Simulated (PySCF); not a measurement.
# Towards the basis-set limit for LiH

State: ¹Σ⁺, singlet, closed shell. De refers to Li + H. RHF-based CCSD(T) in PySCF 2.14 with Li aug-cc-pVTZ, H aug-cc-pVTZ and Li aug-cc-pVQZ, H aug-cc-pVQZ (frozen core orbitals: 1; no relativity). Correlation energies are extrapolated as n⁻³ (n = 3, 4), Hartree–Fock as (n+1)·exp(−9√n). CV is the change on freezing 0 orbitals instead, in Li cc-pCVTZ, H cc-pVTZ. SR is the spin-free X2C energy in Li cc-pVTZ-DK, H cc-pVTZ-DK less the non-relativistic one in Li cc-pVTZ, H cc-pVTZ.

```tsv
Level	Re (Å)	ωe (cm⁻¹)	ωexe (cm⁻¹)	αe (cm⁻¹)	De (eV)
CCSD(T)/TZ	1.6104	1386.5	23.0	0.214	2.467
CCSD(T)/QZ	1.6083	1389.0	22.9	0.213	2.490
HF/CBS	1.6056	1428.1	20.2	0.190	1.486
MP2/CBS	1.6021	1420.6	21.2	0.200	2.310
CCSD/CBS	1.6079	1389.9	22.7	0.212	2.502
CCSD(T)/CBS	1.6079	1389.9	22.7	0.212	2.502
CCSD(T)/CBS+CV	1.5999	1395.5	22.3	0.211	2.509
CCSD(T)/CBS+CV+SR	1.5995	1398.5	22.3	0.208	2.507
```

**Question.** How much is left between CCSD(T)/QZ and the basis-set limit, and how much do the triples give at the limit?

**Answer.** CCSD(T)/CBS less CCSD(T)/QZ: -0.4 mÅ in Re, +0.9 cm⁻¹ in ωe and +0.012 eV in De. CCSD(T)/CBS less CCSD/CBS: +0.0 mÅ in Re, +0.0 cm⁻¹ in ωe and +0.000 eV in De.

**Question.** What do the later terms add?

**Answer.** CV: -8.0 mÅ in Re, +5.6 cm⁻¹ in ωe and +0.007 eV in De; SR: -0.4 mÅ in Re, +3.0 cm⁻¹ in ωe and -0.002 eV in De, each against the row above.

Measured (Huber and Herzberg, Constants of Diatomic Molecules (1979)): Re = 1.5957 Å, ωe = 1405.65 cm⁻¹, ωexe = 23.2 cm⁻¹. The last row is off by 3.8 mÅ and -7.1 cm⁻¹.

The T1 diagnostic is 0.010. The open-shell atoms are computed with UHF. Spin–orbit coupling, excitations beyond (T) and corrections to the Born–Oppenheimer picture are left out.

The whole job (state search and all basis sets along the bond) took about 0.95 min on 4 threads of Arm Neoverse V1 (shared host), peak memory 3.2 GiB.
